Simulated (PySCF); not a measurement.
Species: phosphanylidenephosphane, P₂H₂.
SMILES with atom numbers: `[H]/[P:1]=[P:2]\[H]` (hydrogens: H3 on P1; H4 on P2)

The same species was optimised twice, with GFN2-xTB and with PBE0-D3(BJ)/def2-SVP (PySCF), and the same property calculations (PySCF, gas phase) were run on both structures.

| coordinate | GFN2-xTB | PBE0-D3(BJ)/def2-SVP | change |
| --- | --- | --- | --- |
| P1–H3 (Å) | 1.403 | 1.434 | +0.031 |
| P2–H4 (Å) | 1.403 | 1.434 | +0.031 |
| P1=P2 (Å) | 2.028 | 2.035 | +0.007 |
| P2–P1–H3 (°) | 99.8 | 99.6 | -0.2 |
| P1–P2–H4 (°) | 99.8 | 99.6 | -0.2 |

Rotational constants: A = 135451, B = 7559, C = 7160 MHz (GFN2-xTB) against A = 129533, B = 7508, C = 7096 MHz (PBE0-D3(BJ)/def2-SVP). Point groups within 0.08 Å: C2v and C2v.

On the GFN2-xTB structure: lowest singlet, TDDFT (eV) 3.75 [wB97X-D/def2-SVPD]; lowest triplet, Tamm–Dancoff (eV) 2.20 [wB97X-D/def2-SVPD]; isotropic polarisability (au) 52.6 [wB97X-D/def2-SVPD]; HOMO (eV) -9.58 [wB97X-D/def2-SVPD]; LUMO (eV) -1.22 [wB97X-D/def2-SVPD]; dipole (D) 1.26 [wB97X-D/def2-SVPD]; HOMO (eV) -7.96 [PBE0/pcSseg-1]; LUMO (eV) -3.05 [PBE0/pcSseg-1]; dipole (D) 1.69 [PBE0/pcSseg-1]; GIAO shielding of P1/P2 (mean) (ppm) -270.9 [PBE0/pcSseg-1]; P1s of P1 (eV) 2150.27 [delta-SCF UKS SCAN, pcX-2 on the ionised atom, pcseg-1 elsewhere, spin-free X2C]; P2p of P1 (eV) 137.05 [delta-SCF UKS SCAN, pcX-2 on the ionised atom, pcseg-1 elsewhere, spin-free X2C].

Task: What do these properties become on the PBE0-D3(BJ)/def2-SVP structure?

Result: 
| property | level | on GFN2-xTB | on PBE0-D3(BJ)/def2-SVP | change |
| --- | --- | --- | --- | --- |
| lowest singlet, TDDFT (eV) | wB97X-D/def2-SVPD | 3.75 | 3.73 | -0.02 |
| lowest triplet, Tamm–Dancoff (eV) | wB97X-D/def2-SVPD | 2.20 | 2.17 | -0.03 |
| isotropic polarisability (au) | wB97X-D/def2-SVPD | 52.6 | 53.3 | +0.7 |
| HOMO (eV) | wB97X-D/def2-SVPD | -9.58 | -9.57 | +0.01 |
| LUMO (eV) | wB97X-D/def2-SVPD | -1.22 | -1.24 | -0.02 |
| dipole (D) | wB97X-D/def2-SVPD | 1.26 | 1.20 | -0.06 |
| energy, GFN2-xTB geometry as zero (kcal/mol) | wB97X-D/def2-SVPD | 0.0 | -0.3 | -0.3 |
| HOMO (eV) | PBE0/pcSseg-1 | -7.96 | -7.95 | +0.01 |
| LUMO (eV) | PBE0/pcSseg-1 | -3.05 | -3.07 | -0.02 |
| dipole (D) | PBE0/pcSseg-1 | 1.69 | 1.62 | -0.07 |
| energy, GFN2-xTB geometry as zero (kcal/mol) | PBE0/pcSseg-1 | 0.0 | -0.4 | -0.4 |
| GIAO shielding of P1/P2 (mean) (ppm) | PBE0/pcSseg-1 | -270.9 | -282.6 | -11.7 |
| P1s of P1 (eV) | delta-SCF UKS SCAN, pcX-2 on the ionised atom, pcseg-1 elsewhere, spin-free X2C | 2150.27 | 2150.32 | +0.05 |
| P2p of P1 (eV) | delta-SCF UKS SCAN, pcX-2 on the ionised atom, pcseg-1 elsewhere, spin-free X2C | 137.05 | 137.09 | +0.04 |

The heavy atoms differ by 0.004 Å rms after alignment. Among all bonds P1–H3 and P2–H4 change most and about equally (+0.031 Å). Changes are differences of the printed values. Neither structure is proved a minimum here.

Note: wB97X-D ran without an empirical dispersion term, which enters the total energy and its gradient alone.
